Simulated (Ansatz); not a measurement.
C3H3F (`FC1C=C1`) from Hartree–Fock to CCSD(T)

```
atom    x (Å)    y (Å)    z (Å)
  F1   0.9507  -0.8275  -1.3131
  C2  -0.0342  -0.5979  -0.3639
  C3   0.3080   0.1913   0.8145
  C4  -0.4219   0.7808  -0.0854
  H5  -0.7143  -1.4458  -0.3678
  H6   0.8413   0.2343   1.7497
  H7  -0.9297   1.6648  -0.4340
```

The species carries charge 0 and has multiplicity 1. The structure was optimised at the PBE0-D4/def2-TZVP level. Frozen core, restricted reference, Ansatz. CBS rows extrapolate triple and quadruple zeta; past MP2 they add the triple-zeta difference.

```csv
basis,HF (Eh),MP2 corr.
def2-SVP,-214.52034,-0.57458
def2-TZVPP,-214.77593,-0.72121
def2-QZVPP,-214.78537,-0.77634
```

(1) Estimate the CCSD correlation energy and the (T) correction in each basis where they were run (hartree).

## Answers

(1) 
```tsv
basis	CCSD corr.	(T)
def2-SVP	-0.60043	-0.01902
def2-TZVPP	-0.73842	-0.03102
CBS(def2)	-0.83437	as TZ
```
